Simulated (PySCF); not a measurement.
**Dipole moment and polarisability of `NC(=O)CC=O`**

C₃H₅NO₂.
Geometry (PBE0-D3(BJ)/def2-SVP, Å), atoms numbered from 1 in this order:
```xyz
11
C3H5NO2 angstrom
N      1.4343   -0.3114    0.9158
C      0.9494   -0.4926   -0.3316
O      1.5646   -1.0077   -1.2405
C     -0.4529    0.0628   -0.5801
C     -1.4317    0.1707    0.5527
O     -1.1527    0.2106    1.7257
H      0.8027   -0.0322    1.6617
H      2.3393   -0.7119    1.1268
H     -0.3358    1.0883   -0.9810
H     -0.8950   -0.5122   -1.4072
H     -2.5014    0.2438    0.2333
```

Level: PBE0/def2-SVPD (PySCF), static field, nuclei fixed, core orbitals frozen in the response. The polarisability tensor in these axes (au):

```
x   56.59 -5.72 -0.70
y   -5.72 38.82  3.90
z   -0.70  3.90 58.81
```

Q: Give the principal values, the mean and the anisotropy Δα = √{½[(α1 − α2)² + (α2 − α3)² + (α1 − α3)²]}.

A: Principal values 36.57, 56.99 and 60.66 au; mean 51.41 au = 7.62 Å³ = 8.48 × 10⁻⁴⁰ C²·m²/J; Δα = 22.48 au (44 % of the mean).

Q: What is the dipole moment, and where does it point?

A: (-1.79, 1.26, 0.78) D, 2.32 D in size, pointing from the negative to the positive side. Measured along this direction, the outermost atoms are O3 at the negative end and H11 at the positive end.

Q: Traceless (Buckingham) quadrupole moment about the centre of nuclear charge: eigenvalues?

A: -18.09, 2.87, 15.23 D·Å. The values depend on the origin, since the dipole doesn't vanish. The electronic extent ⟨r²⟩ about the same centre is 576 bohr², a root-mean-square distance of 1.87 Å for the 46 electrons.

Q: Molar refractivity from α?

A: Lorentz–Lorenz: R = (4π/3)N_A α = 2.5225 cm³/(mol·Å³) × 7.62 Å³ = 19.2 cm³/mol, in the limit of long wavelengths.

Q: Along which axes do the principal values lie, and how far do the nuclei extend along each?

A: Largest value along (-0.53, 0.28, 0.80), where the nuclei span 4.16 Å; middle along (0.80, -0.13, 0.58), 4.53 Å; least along (0.27, 0.95, -0.16), 1.60 Å. The strongest response doesn't lie along the longest of the three spans.

Isolated species at its PBE0-D3(BJ)/def2-SVP geometry (one conformer only).
